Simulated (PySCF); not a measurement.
Rows and methods have been separated. Pair them.

Compound: C2H3N2P.
Structure used (PBE0-D3(BJ)/def2-SVP), in Å, numbered top down from 1:
```
atom  x, y, z in Å
C1     0.9487    0.1644   -0.9740
N2     0.7578    0.9447    0.0692
N3    -0.2477    0.4568    0.7799
C4    -0.8466   -0.6660    0.3430
P5    -0.1271   -1.2366   -1.1232
H6     1.7506    0.4323   -1.6659
H7    -0.5087    0.9623    1.6200
H8    -1.6747   -1.0772    0.9209
```

The closed-shell ground state was solved 4 times with PySCF (density fitting, gas phase), always in the pcSseg-2 basis (229 functions), with these functionals: B3LYP, HF, PBE and PBE0.

| row | total energy (Eh) | HOMO (eV) | LUMO (eV) | dipole (D) |
| --- | --- | --- | --- | --- |
| P | -528.5691 | -6.12 | -1.57 | 2.40 |
| Q | -528.5919 | -7.08 | -0.69 | 2.43 |
| R | -528.9558 | -6.86 | -0.90 | 2.37 |
| S | -527.1517 | -8.96 | 2.34 | 2.55 |

Which functional belongs to which row?

P = PBE, Q = PBE0, R = B3LYP, S = HF. By rising HOMO–LUMO gap: PBE (GGA) 4.55 eV; B3LYP (global hybrid, 20 % exact exchange) 5.96 eV; PBE0 (global hybrid, 25 % exact exchange) 6.39 eV; HF (all exact exchange) 11.30 eV. Total energies of different functionals aren't bounds to one another; each is stationary for its own functional.
